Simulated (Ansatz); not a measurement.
# Al2C (singlet): from Hartree-Fock to the top rungs, cc-pVTZ

One table from this session's results is given with a row withheld; the runs are named, their logs left out.

The runs use Ansatz 0.2.0, Gaussian basis; cc-pVTZ, core rule «outside noble gas», up to 11 orbitals frozen.

Plan: UHF; CCSD(T) on RHF; CCSD(T) on UHF; BCCD(T) on RHF; CCSDT(Q) on RHF; CCSDT(Q) on UHF; CASSCF and NEVPT2, 10 electrons in 12 orbitals.

6 further runs of the same task are left out: 6 set aside as unsound or not needed.

## What is computed

The geometry is a PBE0/def2-TZVP stationary point (not a proven minimum) of the parent state, kept for this charge and spin.

3 atoms, charge 0, spin multiplicity 1.

Atoms are counted from 1 here; the program's logs count them from 0.

Bond lengths: Al1–Al2 2.681 Å, Al2–C3 1.896 Å. Angles: Al1–Al2–C3 180.0°.

Set-up of the first run:

in.yaml

```yaml
crystal:
  periodic: [false, false, false]
  atoms:
    - {symbol: Al, position_ang: [0.000000, 0.000000, 2.419367]}
    - {symbol: Al, position_ang: [0.000000, 0.000000, -0.261933]}
    - {symbol: C, position_ang: [0.000000, 0.000000, -2.157433]}
basis:
  gaussian: {orbitals: cc-pVTZ}
magnetization: {spin_polarized: true, initial_magnetization: 0}
hamiltonian: {xc: hf}
output: {orbitals: {seedname: orbitals}}
```

Command:

```
> ansatz run in.yaml --threads 1 --pin off --events-out ev --progress --plain --max-ram 4096MiB --backend cpu
```

Among the steps run: UHF; CCSD(T) on RHF; CCSD(T) on UHF; BCCD(T) on RHF; CCSDT(Q) on RHF; CCSDT(Q) on UHF; CASSCF and NEVPT2, 10 electrons in 12 orbitals.

One of the session's tables, all rows but one given; the rest of the session is left out.

It belongs to the step «Misses and costs». 

| method | from RCCSDT(Q) (kcal/mol) |
| --- | --- |
| RHF | +190.63 |
| RMP2 | +42.56 |
| UMP2 | +30.50 |
| RCCSD | +15.79 |
| UCCSD | +4.88 |
| RCCSD(T) | +4.22 |
| UCCSD(T) | ? |
| BCCD(T) | +4.34 |
| RCCSDT | +2.42 |
| UCCSDT | -10.37 |
| RCCSDT(Q) | 0 |
| UCCSDT(Q) | -13.59 |
| CASSCF valence | +96.46 |
| NEVPT2 valence | +17.85 |

Q: Estimate the row for UCCSD(T) from the others.

**Answer.** from RCCSDT(Q) (kcal/mol): -5.73. In the column «from RCCSDT(Q) (kcal/mol)» it lies between UCCSDT (-10.37) and RCCSDT(Q) (0).

Left out of the table: UHF (another determinant or state than the rows shown).

To keep in mind: The determinant is far from a pure spin state, so its energy mixes those of several spin states (harmless only where they are near-degenerate, as at dissociation). The program flags UCCSD(T), UCCSDT(Q) as in doubt, so those rows may rest on another solution; read them beside their warnings. Warnings: restricted reference is unstable; spin contamination; coupled cluster took another determinant than the lowest; large T1 diagnostic. Restricted and unrestricted rows rest on different reference determinants; where their highest levels disagree by more than a few hundredths of an eV, they describe different states and don't form one ladder.
